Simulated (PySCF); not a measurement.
Compound: BH6P.
SMILES: `[BH3-][PH3+]`

Theory: PySCF 2.14.0, PBE0-D3(BJ)/def2-SVP geometry optimisation, gas phase.

Masses are those of the commonest isotopes; rigid-rotor values at the optimised geometry. 

Question: Give the principal moments of inertia and the rotational constants in GHz.

Answer: Ia = 8.98, Ib = 47.43, Ic = 47.44 u·Å²; 505379 MHz·u·Å²/I gives 56305, 10655 and 10654 MHz, that is A = 56.305, B = 10.655, C = 10.654 GHz.

Question: What kind of rotor is it?

Answer: A prolate symmetric top, as the point group C3v requires two equal moments; the computed ones differ by 0.01 % because the geometry is symmetric only within the optimiser's tolerance. Ray's parameter κ = (2B − A − C)/(A − C) = -1.000; −1 is the prolate and +1 the oblate limit.

Question: Where do the R-branch lines fall?

Answer: The dipole of 4.32 D lies along the symmetry axis, so ΔK = 0 and J+1 ← J falls at 2B(J+1) for every K: 21.31 GHz, 42.62 GHz, 63.93 GHz, 85.24 GHz, 106.54 GHz for J = 0 to 4.

Question: Estimate the classical rotational partition function at 25 K, 200 K and 500 K.

Answer: Point group C3v, symmetry number σ = 3; q = (√π/σ)·√((kT/h)³/(ABC)), k/h = 20836.6 MHz/K: 87.9 at 25 K, 1990 at 200 K, 7860 at 500 K.

Stationary, but not proved a minimum. Constants of a rigid frame at the computed geometry: no zero-point averaging, no centrifugal distortion.

Hardware: an Arm Neoverse V1 with one thread, no GPU, shared host. Cost: 5.2 s of wall time, 0.29 GiB resident at most. This is the geometry optimisation.
